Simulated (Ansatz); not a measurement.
Relaxation of CH9AlSi (12 atoms, charge 0, multiplicity 1), to a largest force component of 0.03 eV/Å in at most 50 steps.

Method: RHF/def2-TZVP in Ansatz.

```xyz
12
Properties=species:S:1:pos:R:3
Al -0.150 -0.535 -0.313
C 0.071 0.044 2.798
H -0.802 0.251 3.401
H 0.951 -0.028 3.422
H 0.211 0.854 2.090
H 1.276 0.060 -0.652
H -1.413 0.397 -0.513
Si -0.400 -2.774 0.398
H -0.614 -3.724 -0.723
H 0.796 -3.243 1.140
H -1.559 -2.919 1.313
H -0.075 -0.918 2.290
```

Task: Where does it end, and by what steps?

Result: The forces met the threshold. The force dipped under the threshold on the way, but the program's further checks kept it going. After 8 steps the energy has fallen by 0.182 eV; H12 moved furthest, 0.82 Å.

```tsv
step	energy less start (eV)	largest force component (eV/Å)	accepted
0	0.0000	1.384	yes
1	-0.1397	0.158	yes
2	-0.1627	0.124	yes
3	-0.1749	0.100	yes
4	-0.1795	0.095	yes
5	-0.1811	0.079	yes
6	-0.1819	0.047	yes
7	-0.1822	0.019	yes
8	-0.1823	0.025	yes
```

```xyz
12
Properties=species:S:1:pos:R:3
Al -0.205 -0.729 -0.653
C 0.155 0.428 3.328
H -0.736 0.756 3.847
H 1.014 0.526 3.979
H 0.304 1.042 2.449
H 1.225 -0.127 -0.959
H -1.467 0.209 -0.816
Si -0.465 -3.114 0.006
H -0.665 -3.972 -1.188
H 0.727 -3.629 0.720
H -1.637 -3.314 0.891
H 0.042 -0.611 3.046
```

Whether the end is a true minimum wasn't checked by a vibrational analysis.

The run took 4 s on 4 threads of AMD EPYC 9R45 96-Core Processor (Zen 5), on a shared host, peak memory 0.36 GiB.
